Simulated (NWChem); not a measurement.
# SO, triplet; SMILES S=O

All runs: NWChem. Pople sets run with spherical d functions. Spin-unrestricted. No stability test was run on the SCF state. Each level has its own optimisation; frequencies are unscaled.

```csv
level,r O–S (Å),highest harmonic frequency (cm⁻¹),zero-point energy (kcal/mol)
UHF/6-31G*,1.466,1317,1.9
UHF/3-21G,1.574,1115,1.6
CAM-B3LYP/def2-SVP,1.500,1197,1.7
B3LYP/def2-TZVP,1.490,1157,1.7
PBE0/def2-SVP,1.502,___,1.7
```

### Question
Complete the blanks.

### Answer

- PBE0/def2-SVP, highest harmonic frequency (cm⁻¹): 1184
